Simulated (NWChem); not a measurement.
**Predicting a hybrid from its neighbours: C3O2 (carbon suboxide)**

C3O2: 5 atoms, total charge 0, spin state singlet. SMILES: `O=C=C=C=O`. The coordinates come from a PBE0-D4/def2-TZVP relaxation.

The vertical energy of the triplet above the singlet y, in eV, basis 6-311+G(d,p); a is the functional's share of exact exchange. Programs: NWChem 7.3.0.

| functional | program | a | y (eV) |
| --- | --- | --- | --- |
| PBE | NWChem | 0 | 4.08 |
| r2SCAN | NWChem | 0 | 4.01 |
| B3LYP | NWChem | 0.2 | ? |
| PBE0 | NWChem | 0.25 | 3.98 |
| BHLYP | NWChem | 0.5 | 3.86 |

Question: Fit y = c + s·a to the known rows and predict B3LYP.

Answer: 
1. Means of the 4 rows: a = 0.1875, y = 3.982.
2. Σ(Δa)² = 0.17188, Σ(Δa·Δy) = -0.061875, so the slope is -0.061875/0.17188 = -0.35999.
3. Intercept: 3.982 − (-0.35999) × 0.1875 = 4.049. The largest residual of the fit is 0.039.
4. B3LYP: 4.049 + (-0.35999) × 0.2 = 3.98 eV.

The run gave 4.01 eV, so the prediction is off by -0.03 eV, within the scatter of the fit. Exact exchange favours the state with more unpaired electrons. The rows mix families of semi-local functionals, which the line can't see.
